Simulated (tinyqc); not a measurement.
Worked calculation (part 2 of 2): UHF in the sto-3g basis, for H2O, spin multiplicity 1. Computed by tinyqc, a small Python program that keeps every step (integrals from PySCF). Command: `OMP_NUM_THREADS=1 python tinyqc.py 27414 27415 out.jsonl` (the two numbers bound the seeds that draw the settings). One thread of a shared host (Intel(R) Xeon(R) Processor @ 2.60GHz), about 0.1 s of CPU time with the checks.

Geometry (angstrom):
```
atom,x,y,z
O,0.000000,0.000000,0.000000
H,0.000000,1.072000,0.750000
H,0.000000,-1.072000,0.750000
```

## Iteration 2: diagonalisation and new density

extrapolated F(alpha) (hartree), lower triangle:
```
,1O 1s,1O 2s,1O 2px,1O 2py,1O 2pz,2H 1s,3H 1s
1O 1s,-20.299908
1O 2s,-5.172925,-2.383611
1O 2px,0.000000,0.000000,-0.218075
1O 2py,0.000000,0.000000,0.251780,-0.274109
1O 2pz,-0.023220,-0.021502,0.000000,0.000000,-0.290174
2H 1s,-0.526330,-0.563912,-0.052000,-0.292110,-0.249574,-0.263629
3H 1s,-0.526330,-0.563912,0.052000,0.292110,-0.249574,-0.101809,-0.263629
```

extrapolated F(beta) (hartree), lower triangle:
```
,1O 1s,1O 2s,1O 2px,1O 2py,1O 2pz,2H 1s,3H 1s
1O 1s,-20.299908
1O 2s,-5.172925,-2.383611
1O 2px,0.000000,0.000000,-0.218075
1O 2py,0.000000,0.000000,-0.251780,-0.274109
1O 2pz,-0.023220,-0.021502,0.000000,0.000000,-0.290174
2H 1s,-0.526330,-0.563912,0.052000,-0.292110,-0.249574,-0.263629
3H 1s,-0.526330,-0.563912,-0.052000,0.292110,-0.249574,-0.101809,-0.263629
```

X, lower triangle:
```
,1O 1s,1O 2s,1O 2px,1O 2py,1O 2pz,2H 1s,3H 1s
1O 1s,1.022924
1O 2s,-0.130304,1.087103
1O 2px,0.000000,0.000000,1.000000
1O 2py,0.000000,0.000000,0.000000,1.040506
1O 2pz,-0.004006,0.034430,0.000000,0.000000,1.018186
2H 1s,0.014620,-0.150163,0.000000,-0.123467,-0.079647,1.062907
3H 1s,0.014620,-0.150163,0.000000,0.123467,-0.079647,-0.031495,1.062907
```

D(alpha) after iteration 1, lower triangle:
```
,1O 1s,1O 2s,1O 2px,1O 2py,1O 2pz,2H 1s,3H 1s
1O 1s,1.049848
1O 2s,-0.210152,0.899662
1O 2px,0.000000,0.000000,0.673271
1O 2py,0.000000,0.000000,-0.350402,0.712402
1O 2pz,0.046245,-0.212761,0.000000,0.000000,0.748426
2H 1s,-0.030702,0.080041,0.320426,0.083445,0.198647,0.389189
3H 1s,-0.030702,0.080041,-0.320426,-0.083445,0.198647,-0.209600,0.389189
```

D(beta) after iteration 1, lower triangle:
```
,1O 1s,1O 2s,1O 2px,1O 2py,1O 2pz,2H 1s,3H 1s
1O 1s,1.049848
1O 2s,-0.210152,0.899662
1O 2px,0.000000,0.000000,0.673271
1O 2py,0.000000,0.000000,0.350402,0.712402
1O 2pz,0.046245,-0.212761,0.000000,0.000000,0.748426
2H 1s,-0.030702,0.080041,-0.320426,0.083445,0.198647,0.389189
3H 1s,-0.030702,0.080041,0.320426,-0.083445,0.198647,-0.209600,0.389189
```

overlap S, lower triangle:
```
,1O 1s,1O 2s,1O 2px,1O 2py,1O 2pz,2H 1s,3H 1s
1O 1s,1.000000
1O 2s,0.236704,1.000000
1O 2px,0.000000,0.000000,1.000000
1O 2py,0.000000,0.000000,0.000000,1.000000
1O 2pz,0.000000,0.000000,0.000000,0.000000,1.000000
2H 1s,0.023600,0.277136,0.000000,0.214615,0.150150,1.000000
3H 1s,0.023600,0.277136,0.000000,-0.214615,0.150150,0.093683,1.000000
```

Diagonalise F' = X^T F X, C = X C', fill 5 alpha and 5 beta electrons from the bottom; D(s) = C_occ C_occ^T; the new density keeps 0.2 of the old one (damping). Each column has its largest component positive (the first on a tie).

F' = X^T F X (alpha) (hartree), lower triangle:
```
,1,2,3,4,5,6,7
1,-19.929871
2,-2.672633,-1.382118
3,0.000000,0.000000,-0.218075
4,0.000000,0.000000,0.274819,-0.151591
5,-0.044350,0.075876,0.000000,0.000000,-0.222033
6,-0.025393,-0.296043,-0.087996,-0.284461,-0.231034,-0.054390
7,-0.025393,-0.296043,0.087996,0.284461,-0.231034,-0.010101,-0.054390
```

orbital energies (alpha) (hartree): MO1 -20.307800, MO2 -1.159728, MO3 -0.563864, MO4 -0.433715, MO5 -0.277900, MO6 0.302732, MO7 0.427810

coefficients C (alpha):
```
,MO1,MO2,MO3,MO4,MO5,MO6,MO7
1O 1s,0.994705,-0.247915,0.000000,0.065699,0.000000,0.092626,0.000000
1O 2s,0.022156,0.944142,0.000000,-0.326989,0.000000,-0.496222,0.000000
1O 2px,0.000000,0.000000,-0.429741,0.000000,0.809762,0.000000,0.399509
1O 2py,0.000000,0.000000,0.706807,0.000000,-0.011312,0.000000,0.783222
1O 2pz,0.002090,0.037498,0.000000,0.794001,0.000000,-0.647105,0.000000
2H 1s,-0.003261,0.119713,0.282301,0.323870,0.438423,0.664664,-0.584973
3H 1s,-0.003261,0.119713,-0.282301,0.323870,-0.438423,0.664664,0.584973
```

F' = X^T F X (beta) (hartree), lower triangle:
```
,1,2,3,4,5,6,7
1,-19.929871
2,-2.672633,-1.382118
3,0.000000,0.000000,-0.218075
4,0.000000,0.000000,-0.274819,-0.151591
5,-0.044350,0.075876,0.000000,0.000000,-0.222033
6,-0.025393,-0.296043,0.087996,-0.284461,-0.231034,-0.054390
7,-0.025393,-0.296043,-0.087996,0.284461,-0.231034,-0.010101,-0.054390
```

orbital energies (beta) (hartree): MO1 -20.307800, MO2 -1.159728, MO3 -0.563864, MO4 -0.433715, MO5 -0.277900, MO6 0.302732, MO7 0.427810

coefficients C (beta):
```
,MO1,MO2,MO3,MO4,MO5,MO6,MO7
1O 1s,0.994705,-0.247915,0.000000,0.065699,0.000000,0.092626,0.000000
1O 2s,0.022156,0.944142,0.000000,-0.326989,0.000000,-0.496222,0.000000
1O 2px,0.000000,0.000000,0.429741,0.000000,0.809762,0.000000,-0.399509
1O 2py,0.000000,0.000000,0.706807,0.000000,0.011312,0.000000,0.783222
1O 2pz,0.002090,0.037498,0.000000,0.794001,0.000000,-0.647105,0.000000
2H 1s,-0.003261,0.119713,0.282301,0.323870,-0.438423,0.664664,-0.584973
3H 1s,-0.003261,0.119713,-0.282301,0.323870,0.438423,0.664664,0.584973
```

D(alpha) after iteration 2, lower triangle:
```
,1O 1s,1O 2s,1O 2px,1O 2py,1O 2pz,2H 1s,3H 1s
1O 1s,1.054143
1O 2s,-0.228839,0.978987
1O 2px,0.000000,0.000000,0.806968
1O 2py,0.000000,0.000000,-0.320404,0.542244
1O 2pz,0.045207,-0.221896,0.000000,0.000000,0.655163
2H 1s,-0.015456,0.021650,0.251047,0.172347,0.249038,0.390751
3H 1s,-0.015456,0.021650,-0.251047,-0.172347,0.249038,-0.164060,0.390751
```

D(beta) after iteration 2, lower triangle:
```
,1O 1s,1O 2s,1O 2px,1O 2py,1O 2pz,2H 1s,3H 1s
1O 1s,1.054143
1O 2s,-0.228839,0.978987
1O 2px,0.000000,0.000000,0.806968
1O 2py,0.000000,0.000000,0.320404,0.542244
1O 2pz,0.045207,-0.221896,0.000000,0.000000,0.655163
2H 1s,-0.015456,0.021650,-0.251047,0.172347,0.249038,0.390751
3H 1s,-0.015456,0.021650,0.251047,-0.172347,0.249038,-0.164060,0.390751
```

## Iteration 16 (converged): orbitals

converged F(alpha) (hartree), lower triangle:
```
,1O 1s,1O 2s,1O 2px,1O 2py,1O 2pz,2H 1s,3H 1s
1O 1s,-20.277865
1O 2s,-5.165817,-2.383058
1O 2px,0.000000,0.000000,-0.389112
1O 2py,0.000000,0.000000,0.000000,-0.157040
1O 2pz,-0.020398,-0.025926,0.000000,0.000000,-0.202634
2H 1s,-0.526265,-0.556493,0.000000,-0.308194,-0.255161,-0.269718
3H 1s,-0.526265,-0.556493,0.000000,0.308194,-0.255161,-0.115069,-0.269718
```

converged F(beta) (hartree), lower triangle:
```
,1O 1s,1O 2s,1O 2px,1O 2py,1O 2pz,2H 1s,3H 1s
1O 1s,-20.277865
1O 2s,-5.165817,-2.383058
1O 2px,0.000000,0.000000,-0.389112
1O 2py,0.000000,0.000000,0.000000,-0.157040
1O 2pz,-0.020398,-0.025926,0.000000,0.000000,-0.202634
2H 1s,-0.526265,-0.556493,0.000000,-0.308194,-0.255161,-0.269718
3H 1s,-0.526265,-0.556493,0.000000,0.308194,-0.255161,-0.115069,-0.269718
```

Diagonalise F' = X^T F X, C = X C', fill 5 alpha and 5 beta electrons from the bottom; D(s) = C_occ C_occ^T. Each column has its largest component positive (the first on a tie).

F' = X^T F X (alpha) (hartree), lower triangle:
```
,1,2,3,4,5,6,7
1,-19.908777
2,-2.666919,-1.388953
3,0.000000,0.000000,-0.389112
4,0.000000,0.000000,0.000000,-0.016362
5,-0.040992,0.073554,0.000000,0.000000,-0.130128
6,-0.027625,-0.284418,0.000000,-0.319275,-0.241306,-0.055206
7,-0.027625,-0.284418,0.000000,0.319275,-0.241306,-0.031767,-0.055206
```

orbital energies (alpha) (hartree): MO1 -20.285669, MO2 -1.158801, MO3 -0.471437, MO4 -0.394382, MO5 -0.389112, MO6 0.324021, MO7 0.431636

coefficients C (alpha):
```
,MO1,MO2,MO3,MO4,MO5,MO6,MO7
1O 1s,0.994730,-0.248406,0.000000,0.073130,0.000000,-0.085171,0.000000
1O 2s,0.022046,0.947129,0.000000,-0.367119,0.000000,0.461236,0.000000
1O 2px,0.000000,0.000000,0.000000,0.000000,1.000000,0.000000,0.000000
1O 2py,0.000000,0.000000,0.608911,0.000000,0.000000,0.000000,0.861608
1O 2pz,0.001928,0.040045,0.000000,0.735235,0.000000,0.713032,0.000000
2H 1s,-0.003201,0.115822,0.462379,0.380224,0.000000,-0.634836,-0.632698
3H 1s,-0.003201,0.115822,-0.462379,0.380224,0.000000,-0.634836,0.632698
```

F' = X^T F X (beta) (hartree), lower triangle:
```
,1,2,3,4,5,6,7
1,-19.908777
2,-2.666919,-1.388953
3,0.000000,0.000000,-0.389112
4,0.000000,0.000000,0.000000,-0.016362
5,-0.040992,0.073554,0.000000,0.000000,-0.130128
6,-0.027625,-0.284418,0.000000,-0.319275,-0.241306,-0.055206
7,-0.027625,-0.284418,0.000000,0.319275,-0.241306,-0.031767,-0.055206
```

orbital energies (beta) (hartree): MO1 -20.285669, MO2 -1.158801, MO3 -0.471437, MO4 -0.394382, MO5 -0.389112, MO6 0.324021, MO7 0.431636

coefficients C (beta):
```
,MO1,MO2,MO3,MO4,MO5,MO6,MO7
1O 1s,0.994730,-0.248406,0.000000,0.073130,0.000000,-0.085171,0.000000
1O 2s,0.022046,0.947129,0.000000,-0.367119,0.000000,0.461236,0.000000
1O 2px,0.000000,0.000000,0.000000,0.000000,1.000000,0.000000,0.000000
1O 2py,0.000000,0.000000,0.608911,0.000000,0.000000,0.000000,0.861608
1O 2pz,0.001928,0.040045,0.000000,0.735235,0.000000,0.713032,0.000000
2H 1s,-0.003201,0.115822,0.462379,0.380224,0.000000,-0.634836,-0.632698
3H 1s,-0.003201,0.115822,-0.462379,0.380224,0.000000,-0.634836,0.632698
```

D(alpha) after iteration 16, lower triangle:
```
,1O 1s,1O 2s,1O 2px,1O 2py,1O 2pz,2H 1s,3H 1s
1O 1s,1.056542
1O 2s,-0.240190,1.032316
1O 2px,0.000000,0.000000,1.000000
1O 2py,0.000000,0.000000,0.000000,0.370772
1O 2pz,0.045739,-0.231948,0.000000,0.000000,0.542177
2H 1s,-0.004149,-0.029960,0.000000,0.281547,0.284186,0.371790
3H 1s,-0.004149,-0.029960,0.000000,-0.281547,0.284186,-0.055799,0.371790
```

D(beta) after iteration 16, lower triangle:
```
,1O 1s,1O 2s,1O 2px,1O 2py,1O 2pz,2H 1s,3H 1s
1O 1s,1.056542
1O 2s,-0.240190,1.032316
1O 2px,0.000000,0.000000,1.000000
1O 2py,0.000000,0.000000,0.000000,0.370772
1O 2pz,0.045739,-0.231948,0.000000,0.000000,0.542177
2H 1s,-0.004149,-0.029960,0.000000,0.281547,0.284186,0.371790
3H 1s,-0.004149,-0.029960,0.000000,-0.281547,0.284186,-0.055799,0.371790
```

## Convergence

Stop when the energy changes by less than 1e-08 hartree and every element of the error matrix X^T (F D S - S D F) X (for each spin) is below 3e-05.

Course of the cycle:
```
iteration,E (hartree),change,largest element of the error matrix
1,-74.24809230,-,1.47e-01
2,-74.55170132,-3.04e-01,1.15e-01
3,-74.70144953,-1.50e-01,7.60e-02
4,-74.77386087,-7.24e-02,3.91e-02
5,-74.80679932,-3.29e-02,2.13e-02
6,-74.81914312,-1.23e-02,8.54e-03
7,-74.82422983,-5.09e-03,5.21e-03
8,-74.82582083,-1.59e-03,8.20e-04
9,-74.82619976,-3.79e-04,2.02e-04
10,-74.82627953,-7.98e-05,4.28e-05
11,-74.82629569,-1.62e-05,9.45e-06
12,-74.82629893,-3.24e-06,2.63e-06
13,-74.82629958,-6.48e-07,6.44e-07
14,-74.82629971,-1.30e-07,1.42e-07
15,-74.82629974,-2.59e-08,2.70e-08
16,-74.82629974,-5.19e-09,6.51e-09
```

PySCF UHF in the same basis, after a stability check = -74.82629974 hartree

Converged in 16 iterations.

## Populations, bond orders and dipole

Mulliken: Z minus the diagonal of D S on the atom; Loewdin: the same with S^(1/2) D S^(1/2); Mayer order: 2 sum_s sum (D(s) S)_ij (D(s) S)_ji over the two atoms.

Charges (e):
```
atom,Mulliken,Loewdin,Mulliken spin
1O,-0.154975,-0.120073,0
2H,0.077488,0.060037,0
3H,0.077488,0.060037,0
```

Mayer bond orders:
```
pair,order
2-1,0.985113
3-1,0.985113
3-2,0.008882
```

dipole moment about the origin, x y z (debye): 0.000000  0.000000  1.230074

<S^2> of the determinant (pure state: 0) = 0.000000
